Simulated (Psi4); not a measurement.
**SiN2H5 (SMILES N[SiH]N): a chain of runs**

Aim: a structure relaxation (doublet SiN2H5, UB3LYP/def2-SVPD), then a single-point energy (singlet [SiN2H5]+, B3LYP/def2-SVPD), then a geometry optimisation (singlet [SiN2H5]+, B3LYP/def2-SVPD), then a single-point energy (singlet [SiN2H5]−, B3LYP/def2-SVPD), then a geometry optimisation (singlet [SiN2H5]−, B3LYP/def2-SVPD) of H5N2Si. 

The results are computed with Psi4 1.11.

## Step 1: Starting point

SiN2H5 has 8 atoms, charge 0, and is taken as a doublet. As SMILES, `N[SiH]N`. The shape is that of a PBE0-D4/def2-TZVP optimisation. This is one conformer, not always the lowest. The run starts from this shape.

Bond lengths: N1–Si2 1.713 Å, Si2–N3 1.720 Å, N1–H4 1.008 Å, N1–H5 1.005 Å, Si2–H6 1.504 Å, N3–H7 1.008 Å, N3–H8 1.008 Å. Angles: N1–Si2–N3 106.1°, N1–Si2–H6 117.2°, N3–Si2–H6 103.6°, Si2–N1–H4 122.2°, Si2–N1–H5 121.8°, Si2–N3–H7 120.2°, Si2–N3–H8 119.6°, H4–N1–H5 112.8°, H7–N3–H8 111.5°.

## Step 2: A structure relaxation at UB3LYP/def2-SVPD (density fitting) (run 1)

The input, h5n2si.dat:

```
memory 1.6 GB

molecule system {
  0 2
  N     -1.94074873     1.17559862    -1.45187658
  Si     0.99720848     1.09585218    -0.09580911
  N      1.49193878    -1.98912572     0.80332258
  H     -3.43533312     0.27306543    -0.68899415
  H     -2.45021889     2.54999643    -2.65846671
  H      1.35379980     2.55887815     2.31510348
  H      1.38101185    -3.39016867    -0.48225811
  H      2.77581870    -2.38199978     2.15334292
  units bohr
  symmetry c1
}

set reference uks

opt("b3lyp/def2-SVPD")
print_variables()
```

Launch:

```bash
$ psi4 -n 1 h5n2si.dat h5n2si.out
```

h5n2si.out:

```text
[...]
  Running in c1 symmetry.
[...]
  Nuclear repulsion =  111.028710903504304
[...]
  Multiplicity = 2
[...]
  Nalpha       = 17
  Nbeta        = 16
[...]
    Number of basis functions: 104
[...]
   @DF-UKS iter   1:  -401.40670393403201   -3.84029e-02   9.85328e-03 DIIS/ADIIS
[...]
   @DF-UKS iter   8:  -401.86993398007058   -1.81899e-12   3.21723e-09 DIIS
[...]
   @S^2 Observed:                7.521922307E-01
[...]
  @DF-UKS Final Energy:  -401.86993398007058
   => Energetics <=
    Nuclear Repulsion Energy =            109.7092299188612685
    One-Electron Energy =                -770.8245487842405055
    Two-Electron Energy =                 288.8013709555340824
    DFT Exchange-Correlation Energy =     -29.5559860702254369
    Empirical Dispersion Energy =           0.0000000000000000
    VV10 Nonlocal Energy =                  0.0000000000000000
    Total Energy =                       -401.8699339800705843
[...]
  -Total Gradient:
     Atom            X                  Y                   Z
    ------   -----------------  -----------------  -----------------
       1        0.000057734987    -0.000008639530     0.000018366343
       2       -0.000004960770     0.000027196083    -0.000022122393
       3        0.000009782259     0.000011643807     0.000095259572
       4       -0.000015018326     0.000014775513     0.000011340947
       5       -0.000023232300     0.000009529552     0.000020935734
       6        0.000004325698     0.000016055258     0.000007456384
       7        0.000007017165     0.000020152572    -0.000027632110
       8        0.000007810843    -0.000018714765    -0.000007858241
[...]
```

Standard output:

```text
Optimizer: Optimization complete!
```

Wall time 2.4 min (1 thread of Intel Xeon Platinum 8259CL at 2.50GHz (Skylake/Cascade Lake), shared host); peak memory 0.77 GiB.

The path in brief:

```csv
step,energy from the first frame kept (eV),largest force (eV/Å)
0,0.0000,0.7931
1,-0.0240,0.1462
2,-0.0251,0.0320
3,-0.0255,0.0323
4,-0.0259,0.0259
5,-0.0260,0.0104
6,-0.0261,0.0117
7,-0.0261,0.0099
8,-0.0262,0.0050
```

After the run. Bond lengths: N1–Si2 1.737 Å, Si2–N3 1.745 Å, N1–H4 1.014 Å, N1–H5 1.010 Å, Si2–H6 1.509 Å, N3–H7 1.014 Å, N3–H8 1.013 Å. Angles: N1–Si2–N3 105.7°, N1–Si2–H6 116.1°, N3–Si2–H6 103.6°, Si2–N1–H4 123.1°, Si2–N1–H5 123.1°, Si2–N3–H7 120.9°, Si2–N3–H8 120.5°, H4–N1–H5 113.0°, H7–N3–H8 111.4°.

## Step 3: The singlet cation: the energy at B3LYP/def2-SVPD (density fitting) (run 2)

The input, calc.dat:

```
memory 1.6 GB

molecule mol {
  1 1
  N
  Si 1 1.737439
  N 2 1.745375 1 105.67123
  H 1 1.014015 2 123.10277 3 33.22664
  H 1 1.010247 4 113.01542 2 -170.14161
  H 2 1.509374 1 116.14279 5 88.23745
  H 3 1.013585 2 120.90737 6 177.55787
  H 3 1.013166 7 111.35629 2 -150.46412
  units angstrom
  symmetry c1
}

set basis def2-SVPD

energy("b3lyp")
print_variables()
```

Launch:

```bash
$ psi4 -n 1 calc.dat calc.out
```

calc.out:

```text
[...]
  Running in c1 symmetry.
[...]
  Nuclear repulsion =  109.709244056220058
[...]
  Multiplicity = 1
[...]
  Nalpha       = 16
  Nbeta        = 16
[...]
    Number of basis functions: 104
[...]
   @DF-RKS iter   1:  -401.17131237297804    1.42330e-01   9.36852e-03 ADIIS/DIIS
[...]
   @DF-RKS iter   9:  -401.60180881767928   -1.31348e-07   9.97092e-07 DIIS
[...]
  @DF-RKS Final Energy:  -401.60180881767928
   => Energetics <=
    Nuclear Repulsion Energy =            109.7092440562200579
    One-Electron Energy =                -762.6269659049999063
    Two-Electron Energy =                 280.6134779028744219
    DFT Exchange-Correlation Energy =     -29.2975648717738757
    Empirical Dispersion Energy =           0.0000000000000000
    VV10 Nonlocal Energy =                  0.0000000000000000
    Total Energy =                       -401.6018088176792844
[...]
 Multipole Moments:
 ------------------------------------------------------------------------------------
     Multipole            Electronic (a.u.)      Nuclear  (a.u.)        Total (a.u.)
 ------------------------------------------------------------------------------------
 L = 1.  Multiply by 2.5417464519 to convert [e a0] to [Debye]
 Dipole X            :          1.1125607           -0.8641119            0.2484488
 Dipole Y            :          1.5028595           -1.3189197            0.1839398
 Dipole Z            :          0.9970581           -0.6921700            0.3048881
 Magnitude           :                                                    0.4341859
[...]
```

It took 9.3 s on 1 thread of Intel Xeon Platinum 8259CL at 2.50GHz (Skylake/Cascade Lake), shared host; peak memory 0.71 GiB.

## Step 4: The singlet cation: a geometry optimisation at B3LYP/def2-SVPD (density fitting) (run 3)

The input, h5n2si.in:

```
memory 1.6 GB

molecule {
  1 1
  N
  Si 1 1.737439
  N 2 1.745375 1 105.67123
  H 1 1.014015 2 123.10277 3 33.22664
  H 1 1.010247 4 113.01542 2 -170.14161
  H 2 1.509374 1 116.14279 5 88.23745
  H 3 1.013585 2 120.90737 6 177.55787
  H 3 1.013166 7 111.35629 2 -150.46412
  symmetry c1
}

set geom_maxiter 50

e_tot = optimize('b3lyp/def2-SVPD')
```

Launch:

```bash
$ psi4 -n 1 h5n2si.in h5n2si.out
```

h5n2si.out:

```text
[...]
  Running in c1 symmetry.
[...]
  Nuclear repulsion =  109.709244056220058
[...]
  Multiplicity = 1
[...]
  Nalpha       = 16
  Nbeta        = 16
[...]
    Number of basis functions: 104
[...]
   @DF-RKS iter   1:  -401.17131237297804    1.42330e-01   9.36852e-03 DIIS/ADIIS
[...]
   @DF-RKS iter   7:  -401.65385551890546   -4.14957e-12   4.55058e-09 DIIS
[...]
  @DF-RKS Final Energy:  -401.65385551890546
   => Energetics <=
    Nuclear Repulsion Energy =            112.2953535843523838
    One-Electron Energy =                -767.7421075003885562
    Two-Electron Energy =                 283.1514284745571217
    DFT Exchange-Correlation Energy =     -29.3585300774263800
    Empirical Dispersion Energy =           0.0000000000000000
    VV10 Nonlocal Energy =                  0.0000000000000000
    Total Energy =                       -401.6538555189054591
[...]
  -Total Gradient:
     Atom            X                  Y                   Z
    ------   -----------------  -----------------  -----------------
       1        0.000009743761     0.000048488770     0.000005130979
       2       -0.000019885058    -0.000006698165     0.000011509736
       3        0.000011550508     0.000031851844     0.000004080002
       4        0.000000711572     0.000000750320     0.000020645766
       5        0.000000085315     0.000010753002    -0.000001607590
       6        0.000001629248     0.000016045862     0.000007350937
       7       -0.000009909613     0.000008639963     0.000005634596
       8        0.000006096596     0.000008397475     0.000013075907
[...]
```

Standard output:

```text
Optimizer: Optimization complete!
```

Run time: 98 s. Hardware: 1 thread of Intel Xeon Platinum 8259CL at 2.50GHz (Skylake/Cascade Lake), shared host; peak memory 0.76 GiB.

The path in brief:

```csv
step,energy from the first frame kept (eV),largest force (eV/Å)
0,0.0000,4.3805
1,-0.6223,2.7267
2,-1.0370,1.0584
3,-1.2544,0.3731
4,-1.3755,0.2229
5,-1.4109,0.1159
6,-1.4152,0.0741
7,-1.4162,0.0234
8,-1.4163,0.0073
9,-1.4163,0.0026
```

After the run. Bond lengths: N1–Si2 1.661 Å, Si2–N3 1.661 Å, N1–H4 1.017 Å, N1–H5 1.017 Å, Si2–H6 1.464 Å, N3–H7 1.017 Å, N3–H8 1.017 Å. Angles: N1–Si2–N3 121.8°, N1–Si2–H6 119.1°, N3–Si2–H6 119.1°, Si2–N1–H4 125.6°, Si2–N1–H5 121.7°, Si2–N3–H7 125.6°, Si2–N3–H8 121.7°, H4–N1–H5 112.7°, H7–N3–H8 112.7°.

## Step 5: The singlet anion: a single-point energy at B3LYP/def2-SVPD (density fitting) (run 4)

The input, h5n2si.py:

```python
import psi4

psi4.set_memory('1600 MB')
psi4.set_num_threads(1)
psi4.core.set_output_file('h5n2si.out', False)

mol = psi4.geometry("""
-1 1
N     -1.98357559     1.20858379    -1.42260850
Si     1.02348701     1.10832248    -0.10827564
N      1.49273435    -2.02618325     0.80460003
H     -3.42847531     0.10623284    -0.81519384
H     -2.54166652     2.56304688    -2.64677876
H      1.38619159     2.57175663     2.31297186
H      1.29321896    -3.45743347    -0.45256484
H      2.77028559    -2.46343564     2.16194684
units bohr
symmetry c1
""")

psi4.set_options(dict(basis='def2-SVPD'))

result, w = psi4.energy("b3lyp", molecule=mol, return_wfn=True)
print(f'b3lyp energy: {result:.10f} Eh')
for k, v in sorted(psi4.core.scalar_variables().items()):
    print(f'{k:45s} {v:18.10f}')
```

Launch:

```bash
$ python h5n2si.py
```

h5n2si.out:

```text
[...]
  Running in c1 symmetry.
[...]
  Nuclear repulsion =  109.709240734454340
[...]
  Multiplicity = 1
[...]
  Nalpha       = 17
  Nbeta        = 17
[...]
    Number of basis functions: 104
[...]
   @DF-RKS iter   1:  -401.26541389955241    4.82290e-02   1.06064e-02 ADIIS/DIIS
[...]
   @DF-RKS iter  10:  -401.86546392857230   -1.41494e-08   2.65416e-07 DIIS
[...]
  @DF-RKS Final Energy:  -401.86546392857230
   => Energetics <=
    Nuclear Repulsion Energy =            109.7092407344543403
    One-Electron Energy =                -777.8234135503184916
    Two-Electron Energy =                 295.9821955031588914
    DFT Exchange-Correlation Energy =     -29.7334866158670827
    Empirical Dispersion Energy =           0.0000000000000000
    VV10 Nonlocal Energy =                  0.0000000000000000
    Total Energy =                       -401.8654639285722965
[...]
 Multipole Moments:
 ------------------------------------------------------------------------------------
     Multipole            Electronic (a.u.)      Nuclear  (a.u.)        Total (a.u.)
 ------------------------------------------------------------------------------------
 L = 1.  Multiply by 2.5417464519 to convert [e a0] to [Debye]
 Dipole X            :          0.2762792           -1.1117817           -0.8355025
 Dipole Y            :         -0.2133265           -1.0929989           -1.3063254
 Dipole Z            :         -0.4076562            0.7311857            0.3235295
 Magnitude           :                                                    1.5840524
[...]
```

On the terminal:

```text
b3lyp energy: -401.8654639286 Eh
CURRENT ENERGY                                   -401.8654639286
CURRENT REFERENCE ENERGY                         -401.8654639286
DD SOLVATION ENERGY                                 0.0000000000
DFT FUNCTIONAL TOTAL ENERGY                      -401.8654639286
DFT TOTAL ENERGY                                 -401.8654639286
DFT VV10 ENERGY                                     0.0000000000
DFT XC ENERGY                                     -29.7334866159
GRID ELECTRONS ALPHA                               17.0000045092
GRID ELECTRONS BETA                                17.0000045092
GRID ELECTRONS TOTAL                               34.0000090183
NUCLEAR REPULSION ENERGY                          109.7092407345
ONE-ELECTRON ENERGY                              -777.8234135503
PCM POLARIZATION ENERGY                             0.0000000000
PE ENERGY                                           0.0000000000
SCF ITERATION ENERGY                             -401.8654639286
SCF ITERATIONS                                     10.0000000000
SCF TOTAL ENERGY                                 -401.8654639286
TWO-ELECTRON ENERGY                               295.9821955032
XC GRID RADIAL POINTS                              75.0000000000
XC GRID SPHERICAL POINTS                          302.0000000000
XC GRID TOTAL POINTS                           174545.0000000000
```

It took 11 s on 1 thread of Intel Xeon Platinum 8259CL at 2.50GHz (Skylake/Cascade Lake), shared host; peak memory 0.71 GiB.

## Step 6: The singlet anion: a geometry optimisation at B3LYP/def2-SVPD (density fitting) (run 5)

The input, h5n2si.sdf:

```

     RDKit          3D

  8  7  0  0  0  0  0  0  0  0999 V2000
   -1.0497    0.6396   -0.7528 N   0  0  0  0  0  0  0  0  0  0  0  0
    0.5416    0.5865   -0.0573 Si  0  0  0  0  0  3  0  0  0  0  0  0
    0.7899   -1.0722    0.4258 N   0  0  0  0  0  0  0  0  0  0  0  0
   -1.8143    0.0562   -0.4314 H   0  0  0  0  0  0  0  0  0  0  0  0
   -1.3450    1.3563   -1.4006 H   0  0  0  0  0  0  0  0  0  0  0  0
    0.7335    1.3609    1.2240 H   0  0  0  0  0  0  0  0  0  0  0  0
    0.6843   -1.8296   -0.2395 H   0  0  0  0  0  0  0  0  0  0  0  0
    1.4660   -1.3036    1.1441 H   0  0  0  0  0  0  0  0  0  0  0  0
  2  1  1  0
  3  2  1  0
  4  1  1  0
  5  1  1  0
  6  2  1  0
  7  3  1  0
  8  3  1  0
M  CHG  1   2  -1
M  END
$$$$
```

The input, job.py:

```python
import psi4
from rdkit import Chem

psi4.set_memory(1600000000)
psi4.set_num_threads(1)
psi4.set_output_file('h5n2si.out', False)

rd = Chem.SDMolSupplier('h5n2si.sdf', removeHs=False, sanitize=False)[0]
xyz = rd.GetConformer().GetPositions()
atoms = '\n'.join(f'{a.GetSymbol()} {x:.4f} {y:.4f} {z:.4f}' for a, (x, y, z) in zip(rd.GetAtoms(), xyz))
mol = psi4.geometry('-1 1\n' + atoms + '\nsymmetry c1')

psi4.set_options(dict(geom_maxiter=50))

result = psi4.optimize('b3lyp/def2-SVPD')
print(f'b3lyp/def2-SVPD energy: {result:.10f} Eh')
print(mol.to_string(dtype='xyz', units='Angstrom'))
```

Launch:

```bash
$ python job.py
```

h5n2si.out:

```text
[...]
  Running in c1 symmetry.
[...]
  Nuclear repulsion =  109.708369412301721
[...]
  Multiplicity = 1
[...]
  Nalpha       = 17
  Nbeta        = 17
[...]
    Number of basis functions: 104
[...]
   @DF-RKS iter   1:  -401.26542437778477    4.81770e-02   1.06063e-02 ADIIS/DIIS
[...]
   @DF-RKS iter   8:  -401.89364024443108   -1.67688e-11   5.42996e-09 DIIS
[...]
  @DF-RKS Final Energy:  -401.89364024443108
   => Energetics <=
    Nuclear Repulsion Energy =            105.3670913299396972
    One-Electron Energy =                -769.6173934353848836
    Two-Electron Energy =                 292.0531267967144231
    DFT Exchange-Correlation Energy =     -29.6964649357003445
    Empirical Dispersion Energy =           0.0000000000000000
    VV10 Nonlocal Energy =                  0.0000000000000000
    Total Energy =                       -401.8936402444310829
[...]
  -Total Gradient:
     Atom            X                  Y                   Z
    ------   -----------------  -----------------  -----------------
       1       -0.000214712530    -0.000007455403    -0.000013818248
       2        0.000104497504    -0.000081463138     0.000037883620
       3       -0.000063486564     0.000127979595    -0.000016099704
       4        0.000045187435    -0.000003057096     0.000003385911
       5        0.000028710008    -0.000026901868    -0.000003198797
       6       -0.000012457866    -0.000010266303     0.000001322175
       7        0.000005301413    -0.000036542269    -0.000000641342
       8        0.000016240103    -0.000053062097     0.000016610360
[...]
```

Standard output:

```text
Optimizer: Optimization complete!
b3lyp/def2-SVPD energy: -401.8936402444 Eh
8
-1 1 H5N2Si
N                    -1.395776195773     0.525202823060    -0.415632892868
Si                    0.418513629187     0.419373120949    -0.095721799551
N                     0.659776469136    -1.317823277107     0.470271267141
H                    -2.043333115160     0.778497796255     0.326569781495
H                    -1.677484005441     0.973467159847    -1.279777482988
H                     0.340265829754     1.024215204998     1.340182103763
H                     1.434049145885    -1.828803272046     0.062777395404
H                     0.554924863861    -1.576105189791     1.448292499900
```

Wall time 2.9 min (1 thread of Intel Xeon Platinum 8259CL at 2.50GHz (Skylake/Cascade Lake), shared host); peak memory 0.8 GiB.

Steps, from the record of the run:

```csv
step,energy from the first frame kept (eV),largest force (eV/Å)
0,0.0000,4.2713
1,-0.5242,1.7639
2,-0.6621,0.3782
3,-0.7109,0.1916
4,-0.7340,0.1743
5,-0.7409,0.1190
6,-0.7447,0.1321
7,-0.7503,0.1333
8,-0.7546,0.1060
9,-0.7589,0.1388
10,-0.7620,0.0931
11,-0.7631,0.0473
12,-0.7645,0.0677
13,-0.7658,0.0982
14,-0.7665,0.0390
15,-0.7666,0.0190
16,-0.7666,0.0111
```

After the run. Bond lengths: N1–Si2 1.845 Å, Si2–N3 1.843 Å, N1–H4 1.017 Å, N1–H5 1.013 Å, Si2–H6 1.560 Å, N3–H7 1.013 Å, N3–H8 1.017 Å. Angles: N1–Si2–N3 103.7°, N1–Si2–H6 95.0°, N3–Si2–H6 95.1°, Si2–N1–H4 120.9°, Si2–N1–H5 116.5°, Si2–N3–H7 116.9°, Si2–N3–H8 121.4°, H4–N1–H5 109.6°, H7–N3–H8 109.7°.

## Step 7: Summary of results

```
                                                                   quantity          value
                           run 1, UB3LYP/def2-SVPD: total energy at the end  -401.86993 Eh
                                     run 1, UB3LYP/def2-SVPD: dipole moment         1.10 D
                run 1, UB3LYP/def2-SVPD: HOMO energy (highest over α and β)       -4.85 eV
                 run 1, UB3LYP/def2-SVPD: LUMO energy (lowest over α and β)       -1.90 eV
                                              run 1, UB3LYP/def2-SVPD: ⟨S²⟩          0.752
                                        singlet cation, run 2: total energy  -401.60181 Eh
                                         singlet cation, run 2: HOMO energy      -13.26 eV
                                         singlet cation, run 2: LUMO energy       -9.64 eV
                                       singlet cation, run 2: HOMO–LUMO gap        3.63 eV
                             singlet cation, run 3: total energy at the end  -401.65386 Eh
                                         singlet cation, run 3: HOMO energy      -13.65 eV
                                         singlet cation, run 3: LUMO energy       -6.73 eV
                                       singlet cation, run 3: HOMO–LUMO gap        6.91 eV
                                         singlet anion, run 4: total energy  -401.86546 Eh
                                          singlet anion, run 4: HOMO energy        2.05 eV
                                          singlet anion, run 4: LUMO energy        4.51 eV
singlet anion, run 4: HOMO–LUMO gap (to an unbound level, set by the basis)        2.46 eV
                              singlet anion, run 5: total energy at the end  -401.89364 Eh
                                          singlet anion, run 5: HOMO energy        0.61 eV
                                          singlet anion, run 5: LUMO energy        4.70 eV
singlet anion, run 5: HOMO–LUMO gap (to an unbound level, set by the basis)        4.09 eV
     adiabatic electron affinity (to the singlet anion, no zero-point term)       0.645 eV
    adiabatic ionisation energy (to the singlet cation, no zero-point term)       5.880 eV
```

In words: The adiabatic electron affinity (to the singlet anion, no zero-point term) is 0.65 eV (14.9 kcal/mol). The adiabatic ionisation energy (to the singlet cation, no zero-point term) is 5.88 eV (567 kJ/mol). The optimisation (run 1, UB3LYP/def2-SVPD) took 9 steps and changed the energy by -0.026 eV. The optimisation (singlet cation, run 3) took 10 steps and changed the energy by -1.416 eV. The HOMO (singlet anion, run 4) lies at positive energy, 2.05 eV; only total energies tell whether the electron is bound. The optimisation (singlet anion, run 5) took 17 steps and changed the energy by -0.767 eV.
